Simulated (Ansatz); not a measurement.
`NC=C(O)O` → `NC(=O)CO`  (isomerisation)

Gas-phase electronic energies from Ansatz, PBE0-D4/def2-TZVP geometries. CCSD(T)/CBS adds triple-zeta CCSD(T) − MP2 to the extrapolated MP2 energy (def2 sets, frozen cores). DFT in def2-TZVPP. One conformer a species, not always the lowest.

```
        level  ΔE (kJ/mol)
       B2PLYP        -91.4
HF/def2-TZVPP       -101.5
```

What does CCSD(T)/CBS give? (An estimate is asked.)

Ansatz gave: -85.1 kJ/mol. The listed levels differ from it by -6.3, -16.4 kJ/mol.

Largest T1 diagnostic among the species: 0.014.

In def2-TZVPP, CCSD(T) changes the Hartree–Fock value by +15.2 kJ/mol (the triples alone add +1.1 kJ/mol) and MP2 by +14.4 kJ/mol.

CCSD(T)/CBS has its own doubt, a few kJ/mol and more with outer-core shells, so smaller differences from it don't rank the levels.
